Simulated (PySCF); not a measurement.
**How far each method lies from RCCSDT for HGeO, quartet**

Geometry: that of the HGeO, doublet, kept fixed.

```csv
atom,x (Å),y (Å),z (Å)
Ge,0.0000,-0.0405,0.2854
O,0.0000,0.0973,-1.3603
H,0.0000,1.3757,1.0274
```

Basis cc-pVDZ; PySCF 2.14.0. Correlated methods freeze the noble-gas cores and the filled d shells of p-block atoms, which leaves 11 electrons in 31 orbitals. R marks a restricted (for open shells ROHF) determinant. No spin–orbit coupling is included, and no scalar relativity.

Full CI isn't at hand for all of this; RCCSDT serves as the reference. It lacks quadruple excitations, which often exceed the step from CCSD(T) to CCSDT.

```
UHF ⟨S²⟩                          : 3.764
T1 diagnostic (ROHF- or RHF-based CCSD)             : 0.0269
largest doubles amplitude (ROHF- or RHF-based CCSD) : 0.046
```

Q: From what is known of these methods and the diagnostics, rank them by the size of their error in total energy against RCCSDT in cc-pVDZ, smallest first (an estimate: the text doesn't fix the numbers).
A. RCCSD(T)
B. RHF
C. RMP2
D. RCCSD

A: A (0.85 mEh), D (5.46 mEh), C (31.19 mEh), B (231.88 mEh).

All errors are against RCCSDT in cc-pVDZ. Within each family the higher level lies nearer, as is usual though not guaranteed.
